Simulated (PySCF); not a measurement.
Species: oxonium, H₃O (charge +1).
Geometry (PBE0-D3(BJ)/def2-SVP, Å), atoms numbered from 1 in this order:
```
atom  x, y, z in Å
O1     0.007   -0.003    0.193
H2    -0.581   -0.735   -0.092
H3    -0.343    0.880   -0.053
H4     0.937   -0.133   -0.094
```

Theory: core-valence-separated Tamm–Dancoff BHandHLYP/aug-pcX-1 (pcseg-1 on H) in PySCF, non-relativistic, gas phase, PBE0-D3(BJ)/def2-SVP geometry. No empirical shift is added; at this level the pattern usually sits a few eV under experiment.

The lowest roots of each edge with f over 0.003 (five at most, numbered afresh; weaker and dark ones are left out), with transition dipoles (au) in the frame of the coordinates:

| root | edge | E (eV) | μx | μy | μz |
| --- | --- | --- | --- | --- | --- |
| 1 | O | 535.51 | 0.0002 | -0.0006 | 0.0228 |
| 2 | O | 536.99 | -0.0610 | 0.0007 | 0.0007 |
| 3 | O | 536.99 | 0.0008 | 0.0610 | 0.0015 |
| 4 | O | 540.86 | -0.0003 | 0.0008 | -0.0298 |

**Question.** What are the oscillator strengths?

**Answer.** f = (2/3) ΔE |μ|², with ΔE in hartree (27.2114 eV):

```tsv
root	ΔE (Eh)	|μ|² (au)	f	core hole on
1	19.6795	0.000520	0.007	O1
2	19.7339	0.003728	0.049	O1
3	19.7340	0.003728	0.049	O1
4	19.8761	0.000888	0.012	O1
```

**Question.** Molecules are fixed in this frame and the field points along (1, 1, 0)/√2. What effective strengths 3 f cos²θ do the roots have (θ between field and μ)?

**Answer.** root 1 (O1): 0.000, root 2 (O1): 0.072, root 3 (O1): 0.075, root 4 (O1): 0.000. Averaged over all orientations cos²θ is 1/3, which gives f back. For degenerate partners only the sum has meaning, as the program may mix them freely.

